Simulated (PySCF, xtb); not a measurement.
trimethylamine (C₃H₉N), SMILES CN(C)C.

Harmonic wavenumbers (cm⁻¹) from GFN2-xTB in xtb at its own minimum, in rising order: 219, 237, 238, 373, 423, 423, 872, 1025, 1060, 1060, 1080, 1080, 1190, 1276, 1277, 1413, 1413, 1429, 1487, 1487, 1487, 1496, 1496, 1505, 2832, 2832, 2847, 3008, 3014, 3015, 3016, 3018, 3019.

Problem. What does B3LYP-D3(BJ)/def2-SVP run with PySCF give at its own minimum? (Estimate from the structure and the level; the computed values follow.)

Solution. 259, 269, 269, 339, 427, 427, 853, 1069, 1076, 1076, 1119, 1119, 1202, 1320, 1320, 1429, 1429, 1454, 1454, 1462, 1466, 1483, 1489, 1489, 2890, 2890, 2908, 3055, 3055, 3058, 3106, 3109, 3109. Paired by order, the mean absolute difference is 35 cm⁻¹ and the zero-point energies are 73.8 and 75.0 kcal/mol.
